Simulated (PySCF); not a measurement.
Compound: C3H5ClO.
SMILES: `CO/C=C\Cl`

Torsions of this conformer, `[CH3:1][O:2]/[CH:3]=[CH:4]\[Cl:5]`: C1–O2–C3–C4 0°.

The closed-shell ground state was solved at several levels (PySCF, density fitting, gas phase, non-relativistic). One conformer (not necessarily the lowest) at the PBE0-D3(BJ)/def2-SVP geometry, without solvent, vibrations or thermal averaging.

```json
{"level": "PBE0/pcSseg-1", "basis functions": "117", "total energy (Eh)": "-652.2901", "HOMO (eV)": "-6.57", "LUMO (eV)": "0.54", "gap (eV)": "7.11", "dipole (D)": "0.81"}
{"level": "PBE/pcSseg-2", "basis functions": "257", "total energy (Eh)": "-652.3875", "HOMO (eV)": "-5.39", "LUMO (eV)": "-0.57", "gap (eV)": "4.82", "dipole (D)": "0.81"}
```

Q: Estimate the row for wB97X-D/def2-SVPD, a basis of 150 functions; the other rows only guide the guess.

A: Total energy -652.3707 Eh, HOMO -8.47 eV, LUMO 2.15 eV, gap 10.62 eV, dipole 0.78 D.

Q: Over all these levels, which gives the widest orbital gap and which the narrowest?

A: wB97X-D/def2-SVPD (range-separated hybrid) has the widest, 10.62 eV, and PBE/pcSseg-2 (GGA) the narrowest, 4.82 eV. Functional and basis both differ between the two, so the spread mixes both effects.

Q: How far do the dipole and the HOMO energy spread over the levels?

A: The dipole runs from 0.78 to 0.81 D (mean 0.80 D) and the HOMO from -8.47 to -5.39 eV.

The pairwise dispersion term of wB97X-D wasn't added to the energies; at a given geometry it leaves orbitals and properties as they are.
